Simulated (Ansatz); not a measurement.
## H3Ge–BH2, triplet in cc-pVDZ: errors against UCCSDT(Q)

Geometry: displaced at random from a stationary point.

```xyz
7

Ge   -0.0076    0.0014    0.3095
B     0.1345   -0.0147   -1.9024
H     0.7587   -1.2375    0.6994
H     0.6559    1.2638    0.7292
H    -1.5840   -0.0021    0.6557
H    -0.3868   -1.1121   -1.9954
H    -0.3410    1.1454   -1.9879
```

Basis cc-pVDZ; Ansatz 0.2.0. Only valence electrons are correlated (noble-gas cores and the filled d shells of p-block atoms frozen), which leaves 12 electrons in 51 orbitals. R marks a restricted (for open shells ROHF) determinant, U an unrestricted one. No spin–orbit coupling is included, and no scalar relativity.

Full CI isn't at hand for all of this; UCCSDT(Q) serves as the reference, and is uncertain by the last step of the cluster series or more. The frozen core follows each run's orbitals, which can shift R against U totals by a few meV for light atoms and by up to 0.1 eV past Ca.

- UHF ⟨S²⟩: 2.011
- T1 diagnostic (RCCSD): 0.0179
- largest doubles amplitude (RCCSD): 0.026
- T1 diagnostic (UCCSD): 0.0132

```json
{"level": "UHF", "E − E(UCCSDT(Q)) (meV)": "6135", "wall time": "–"}
{"level": "UMP2", "E − E(UCCSDT(Q)) (meV)": "1376", "wall time": "–"}
{"level": "UCCSD", "E − E(UCCSDT(Q)) (meV)": "169", "wall time": "–"}
{"level": "UCCSD(T)", "E − E(UCCSDT(Q)) (meV)": "36", "wall time": "11 s"}
{"level": "UCCSDT", "E − E(UCCSDT(Q)) (meV)": "5", "wall time": "–"}
```

Run but not shown, since their state, orbitals or frozen core can't be matched to the reference's or they repeat it: RHF, RMP2, CISD, RCCSD, RCCSD(T), BCCD(T), RCCSDT, RCCSDT(Q).

Times hold each run's SCF and search for its determinant on a shared host, so for small cases they say little of a method's own cost; they ran on 1 thread of Arm Neoverse V1. Some runs computed forces too.
